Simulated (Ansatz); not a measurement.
Basis-set series for water. Total charge 0; spin multiplicity 1. The structure was optimised at the PBE0-D4/def2-TZVP level.

```csv
functional,basis,functions,energy (Eh),HOMO (eV),LUMO (eV)
PBE0-D4,def2-SVP,24,-76.27640,-8.30,1.77
PBE0-D4,def2-TZVPP,59,-76.38097,-8.90,0.85
ωB97M-V,def2-SVP,24,-76.32545,-10.86,3.41
ωB97M-V,def2-TZVPP,59,-76.43342,-11.47,2.27
```

(1) Give the rows for def2-QZVPP. (Estimate.)

Answers

(1) Computed: 
```json
{"functional": "PBE0-D4", "basis": "def2-QZVPP", "functions": "117", "energy (Eh)": "-76.38652", "HOMO (eV)": "-9.02", "LUMO (eV)": "0.50"}
{"functional": "ωB97M-V", "basis": "def2-QZVPP", "functions": "117", "energy (Eh)": "-76.43912", "HOMO (eV)": "-11.59", "LUMO (eV)": "1.80"}
```

Positive LUMOs are unbound and depend on the basis.
